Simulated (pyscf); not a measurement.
## Concerted two-bond exchange: Cl–GeH: (SMILES [Cl][GeH]) [singlet] + NH₃ (SMILES N) → HN=GeH–Cl (SMILES [NH]=[GeH][Cl]) + H₂ (SMILES [H][H])

Gas phase, singlet surface, charge 0. Bonds broken: N4–H5, N4–H6. Bonds formed: Ge1–N4, H5–H6. Single points on ωB97X-D3(BJ)/def2-SVP structures (PySCF, gas phase).

Transition state (Å):

```xyz
7

Ge    -1.2338     1.4130    -0.0847
Cl     0.6474     2.1888    -0.8611
H     -1.2778     2.0373     1.3423
N     -0.9368    -0.3984    -0.0304
H      0.0467    -1.0683     0.0630
H      0.1268    -1.2799     0.9870
H     -1.7087    -1.0081     0.2526
```

One imaginary mode, 1290i cm⁻¹; descent along it reached the two sides named, in the forms told below.

| bond | change | reactant side (Å) | saddle | product side |
|---|---|---|---|---|
| N4–H5 | breaks | 1.023 | 1.194 | 2.536 |
| N4–H6 | breaks | 1.021 | 1.716 | 3.3 |
| Ge1–N4 | forms | 2.196 | 1.836 | 1.685 |
| H5–H6 | forms | 1.646 | 0.951 | 0.763 |

Electronic energies relative to the separated reactants (kcal/mol):

| level | barrier | reaction energy | reverse barrier |
|---|---|---|---|
| ωB97X-D3(BJ)/def2-TZVP | 77.1 | +31.0 | 46.1 |
| PBE/def2-TZVP | 58.3 | +29.2 | 29.2 |
| r²SCAN/def2-TZVP | 59.8 | +26.9 | 32.9 |
| B3LYP-D3(BJ)/def2-TZVP | 67.6 | +32.8 | 34.8 |
| PBE0-D3(BJ)/def2-TZVP | 67.0 | +31.9 | 35.1 |
| M06-2X/def2-TZVP | 74.6 | +30.1 | 44.5 |
| ωB97M-D3(BJ)/def2-TZVP | 77.8 | +35.0 | 42.8 |
| HF/def2-TZVP | 102.2 | +42.4 | 59.8 |

With ωB97M-D3(BJ)/def2-TZVP energies and thermal terms (ideal gas, 1 atm, RRHO with modes under 100 cm⁻¹ raised to 100, one conformer, R ln 2 for chiral ones without a mode under 150 cm⁻¹), in kcal/mol:

| T (K) | ΔH‡ | ΔG‡ | ΔH | ΔG |
|---|---|---|---|---|
| 298 | 72.8 | 83.3 | +29.8 | +32.2 |
| 600 | 73.5 | 93.7 | +31.1 | +34.1 |
| 900 | 74.7 | 103.6 | +32.4 | +35.3 |
| 1200 | 75.9 | 113.0 | +33.4 | +36.1 |

On the reactant side the descent ends in an adduct with a Ge–N contact, 25.8 kcal/mol under the separated species and 102.9 kcal/mol under the saddle at ωB97X-D3(BJ)/def2-TZVP. What is counted as formed (Ge–N) is already present as a longer contact in the reactant adduct; forming that adduct is a step of its own. The same reactants have a lower exit, to H₂N–Ge:–Cl [singlet] + H₂ (barrier +13.4 kcal/mol at ωB97M-D3(BJ)/def2-TZVP, against +77.8 kcal/mol here). HN=GeH–Cl lies 52.3 kcal/mol over its isomer H₂N–Ge:–Cl [singlet] (electronic energy, ωB97M-D3(BJ)/def2-TZVP). One saddle was located; it need not be the lowest between these sides. One closed-shell reference is unstable to symmetry breaking; treat the single-reference values with care. Elements up to Kr have no core potential and no relativistic terms here.
